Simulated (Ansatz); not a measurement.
B20 (FeSi-type) RuSi, relaxed in Ansatz (plane waves) with several semilocal functionals. Each gives its own volume and its own bulk modulus:

```
level   V0 (Å³/atom)  bulk modulus (GPa)   ln V0   ln B0
------  ------------  ------------------  ------  ------
LDA           12.680               237.3  2.5400  5.4693
PBEsol        12.891               229.8  2.5565  5.4372
PBE           13.276               206.6  2.5860  5.3308
```

### Question
Fit a straight line to ln B0 against ln V0. What does it predict for r²SCAN, whose volume is 13.018 Å³/atom?

### Answer
With x = ln V0 and y = ln B0: means 2.56083 and 5.41243; Σ(Δx Δy) = -0.003346, Σ(Δx²) = 0.001086, so the slope is -3.08. At x = 2.5663 the line gives y = 5.41243 + (-3.08) × (2.5663 − 2.56083) = 5.3956, or 220.4 GPa. The run with r²SCAN gives 221.9 GPa, +0.7 % from the line. The rows used scatter about it by up to 1.1 %, while the largest value lies 15 % above the smallest. For comparison, PBE's own equation of state has B′ = 5.4, the slope −d ln B/d ln V at a fixed functional; the two needn't agree, since functionals also differ at one volume.

Ansatz's density-functional and Hartree–Fock values are scalar-relativistic unless marked +SOC, with PAW data made under PBE.

Ansatz is an electronic-structure program.
